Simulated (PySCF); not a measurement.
# C4H7ClO (4-chlorobutanal): the cost of one run

Programs: PySCF 2.14.0, with density-fitted response routines of our own. Each step states its level of theory. These are calculated values for one molecule in the gas phase, unless marked as measured. Atoms count from 0, in the outputs and in this text.

## 1. Starting geometry

13 atoms, charge 0, multiplicity 1; geometry from: MMFF94s.

Bonds of the start (Å): O0–C1 1.23, C1–C2 1.51, C2–C3 1.53, C3–C4 1.53, C4–Cl5 1.78, C1–H6 1.10, C2–H7 1.10, C2–H8 1.09, C3–H9 1.10, C3–H10 1.10, C4–H11 1.09, C4–H12 1.09.

## 2. Geometry optimisation at PBE0-D3(BJ)/def2-SVP

Job settings and geometry (Å):

```
{"job": {"xc": "PBE0", "basis": "def2-SVP", "d3": "d3bj", "grid": 1, "kind": "geom"}, "charge": 0, "multiplicity": 1}
O     -1.853662    -0.398586    -1.131644
C     -1.798673    -0.059326     0.045788
C     -0.570461     0.512510     0.711432
C      0.656627     0.542726    -0.199265
C      1.224479    -0.831910    -0.546704
Cl     1.853541    -1.667065     0.895172
H     -2.687154    -0.141296     0.695500
H     -0.822968     1.535969     1.010894
H     -0.382380    -0.059248     1.624848
H      1.437973     1.143004     0.283419
H      0.402386     1.058406    -1.133678
H      2.060228    -0.723718    -1.244696
H      0.480065    -1.483306    -1.011064
```

Started as:

```bash
$ OMP_NUM_THREADS=1 python probes_run.py task.json out
```

One launch serves the whole session: the jobs run in the order shown.

Q: Estimate the wall time and peak memory of this first job on 1 thread of Arm Neoverse V2, shared host.

About 49 s, with a peak of 0.5 GiB.
